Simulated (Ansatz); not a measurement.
The same path of CH₂ClMg (5 atoms, charge -1, multiplicity 1) was run twice with different band settings. The coordinate that changes most is the height of C1 over the plane of its neighbours.

Computed with RHF/def2-TZVP (Ansatz).

Relaxed end points:

```xyz
5
Properties=species:S:1:pos:R:3
C -0.598 0.676 -0.475
Mg 0.564 -0.644 0.455
Cl 2.392 -1.795 1.261
H -1.179 0.371 -1.345
H -1.179 1.393 0.105
```

```xyz
5
Properties=species:S:1:pos:R:3
C -0.849 0.461 -0.324
Mg 0.812 -0.430 0.310
Cl 2.292 -1.882 1.318
H -1.126 0.415 -1.377
H -1.129 1.437 0.073
```

Common settings: movable images 5; climbing image yes; spring 5.0 eV/Å²; optimiser quadratic models (default); start path through a guess of the saddle point; iteration limit 60; end points relaxed.

| run | force threshold |
| --- | --- |
| 1 | 0.03 eV/Å |
| 2 | 0.2 eV/Å |

(1) What does each run give, and how far can it be trusted?

## Answers

(1) Run 1: converged after 10 iterations, highest image 0.014 eV above the first end. A vibrational analysis at the climbing image gives one clearly imaginary mode, 122i cm⁻¹: a first-order saddle point.
Run 2: converged after 8 iterations, highest image 0.015 eV above the first end. The threshold of 0.2 eV/Å is loose, so the images may lie well off the minimum-energy path. Another band between the same ends (5 images) ends at a top of the same energy, where a vibrational analysis finds 1 clearly imaginary mode.
Limits of this set-up: an anion without diffuse functions.
